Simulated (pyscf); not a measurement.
Single points on ωB97X-D3(BJ)/def2-SVP structures (PySCF, gas phase).

SMILES: [OH][Ge]([OH])([OH])[OH]
```xyz
9

O     -0.1565     0.9509    -2.4221
Ge    -0.4049     0.1929    -0.8570
O     -0.3671    -1.5408    -1.1386
O      0.8168     0.5241     0.3609
O     -1.9125     0.8379    -0.2269
H      0.3873     0.4089    -3.0065
H     -0.1024    -2.0321    -0.3515
H      0.6198     1.3222     0.8661
H     -2.5366     1.0595    -0.9285
```

Question: What are the homolytic bond dissociation enthalpies (298 K) of HO–Ge(OH)(OH)–OH (SMILES [OH][Ge]([OH])([OH])[OH]) at ωB97M-D3(BJ)/def2-TZVP, weakest first?

Answer: Ge–O to OH• + HO–Ge•(OH)–OH: 106.2 kcal/mol; H–O to •O–Ge(OH)(OH)–OH + H•: 118.7 kcal/mol. Ring and multiple bonds, and those that leave no two simple radicals, are not listed. Other isomers of HO–Ge•(OH)–OH, •O–Ge(OH)(OH)–OH were not searched in full and may lie lower. Left out: the spin-orbit lowering of OH. Elements up to Kr have no core potential and no relativistic terms here.
